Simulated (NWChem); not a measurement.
## Total energies of Cl (+1)

SMILES: [Cl+]
```xyz
1

Cl     0.0000     0.0000     0.0000
```
Charge +1, spin multiplicity 3.

Program: NWChem.

Basis set: cc-pVTZ (34 functions).

| method | total energy (Ha) |
|---|---|
| UHF | -459.05274 |
| UMP2 | -459.17631 |
| UB2PLYP | -459.55677 |
| UPBE | -459.48907 |
| UB3LYP | -459.69457 |
| Ur2SCAN | -459.64575 |

Total energies of different functionals aren't comparable as a measure of quality: only differences taken within one method are. 

The correlated methods keep 5 core orbitals frozen. B3LYP has NWChem's definition, with VWN1-RPA local correlation. The stability of the SCF solutions was not checked. Open-shell Hartree-Fock references start from PBE0 orbitals.
